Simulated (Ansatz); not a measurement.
Ansatz (a first-principles code) input (CCSD(T)/def2-SVPD):

Ansatz 0.2 input:
```yaml
crystal:
  periodic: [false, false, false]
  atoms:
    - {symbol: P, position_ang: [0.00056199, 0.07657355, 0.08927023]}
    - {symbol: H, position_ang: [1.02683735, -0.58960829, -0.66288796]}
    - {symbol: H, position_ang: [-1.03526727, -0.55899489, -0.67616545]}
basis:
  gaussian:
    orbitals: def2-SVPD
total_charge: -1
magnetization: {spin_polarized: false}
correlation: {method: ccsd_t, electrons: outside_noble_gas}
```

End of the output:

```
mean field -9299.57019388 eV, -341.7529011499 hartree, gradient 1.4e-6 eV, S^2 0.000000; 0 other end points of the search recorded, 0 dependent functions left out
5 core orbitals not correlated
reference -9299.57019388 eV, -341.7529011499 hartree; 4, 4 occupied and 31, 31 virtual orbitals, 377 factors
second order -3.96589380 eV of doubles, -0.00000000 eV of singles
coupled cluster: 0.06 GiB planned
cycle   1  -4.46425920 eV  change   -5.0e-1 eV  update   5.7e-2
cycle   2  -4.63536941 eV  change   -1.7e-1 eV  update   1.9e-2
cycle   3  -4.64675545 eV  change   -1.1e-2 eV  update   5.2e-3
cycle   4  -4.64577614 eV  change    9.8e-4 eV  update   1.6e-3
cycle   5  -4.64513915 eV  change    6.4e-4 eV  update   4.5e-4
cycle   6  -4.64505484 eV  change    8.4e-5 eV  update   1.2e-4
cycle   7  -4.64507156 eV  change   -1.7e-5 eV  update   3.3e-5
cycle   8  -4.64507171 eV  change   -1.4e-7 eV  update   9.8e-6
perturbative correction -0.15300434 eV, -0.0056228058 hartree
Total energy: -9304.36826993 eV, -341.9292271924 hartree
```

Whether it binds its extra electron was not tested at this geometry.
